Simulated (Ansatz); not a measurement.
CH4FO+: where a starting geometry ends

The starting geometry of this gas-phase triplet was optimised with GFN2-xTB as a singlet; its bonds are those of `[OH2+]CF`.

```xyz
7

C     0.6533   -0.1887   -0.5452
F     1.8479   -0.6585   -0.9007
O     0.5843   -0.2334    0.9111
H     1.2837    0.3378    1.3151
H     0.6838   -1.1610    1.2401
H    -0.1378   -0.8334   -0.9511
H     0.5518    0.8565   -0.8669
```

Question: Where would you expect an optimisation with B3LYP/6-31G* to take it?

Answer: It loosens into CHF + H3O, which stay close as a complex (formulas without charges). Contacts that open: C1–O3 (1.46 → 2.80 Å), C1–H7 (1.10 → 1.74 Å). Contacts that close: O3–H7 (2.09 → 1.07 Å).

The energy falls by 5.44 eV over 28 steps:

| step | E − E(last) (eV) |
| --- | --- |
| 1 | 5.442 |
| 4 | 1.817 |
| 7 | 1.074 |
| 10 | 0.925 |
| 13 | 0.669 |
| 16 | 0.210 |
| 19 | 0.026 |
| 22 | 0.002 |
| 25 | 0.000 |
| 28 | 0.000 |

Final geometry (Å):

```tsv
atom	x (Å)	y (Å)	z (Å)
C	0.6721	-0.6901	-1.3812
F	1.8539	-0.4672	-1.8545
O	0.5863	-0.0495	1.3454
H	1.2699	0.5991	1.6344
H	0.6503	-0.8733	1.8829
H	-0.2201	-0.1442	-1.7248
H	0.6544	-0.2556	0.3002
```

The end wasn't checked by frequencies. Open shells are spin-unrestricted. The triplet needn't be the ground state. Run with Ansatz 0.2.0, 2.3 min on 1 thread of Intel(R) Xeon(R) Processor @ 2.50GHz (Skylake/Cascade Lake), on a shared host.
